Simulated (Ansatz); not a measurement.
Program: Ansatz 0.2.0.

P4, SMILES `P12P3P1P23`. The species carries charge 0 and has multiplicity 1. Geometry: relaxed with PBE0-D4/def2-TZVP.

```xyz
4

P     0.533    1.223    0.087
P     0.254   -0.678    1.124
P    -1.323    0.101   -0.170
P     0.535   -0.647   -1.041
```

**Question.** What is the dipole moment at r2SCAN/def2-TZVPP? (An estimate is asked.)

**Answer.** The calculation gave: 0.00 D, zero by symmetry or nearly so.

**Question.** Give the Mulliken charges with r2SCAN, B3LYP, ωB97M-V in def2-TZVPP. (Estimate.)

**Answer.** The calculation gave: 
| atom | r2SCAN | B3LYP | ωB97M-V |
| --- | --- | --- | --- |
| P1 | 0.00 | 0.00 | 0.00 |
| P2 | 0.00 | 0.00 | 0.00 |
| P3 | 0.00 | 0.00 | 0.00 |
| P4 | 0.00 | 0.00 | 0.00 |

B3LYP here is the variant with VWN-RPA as its local correlation; programs differ in this.
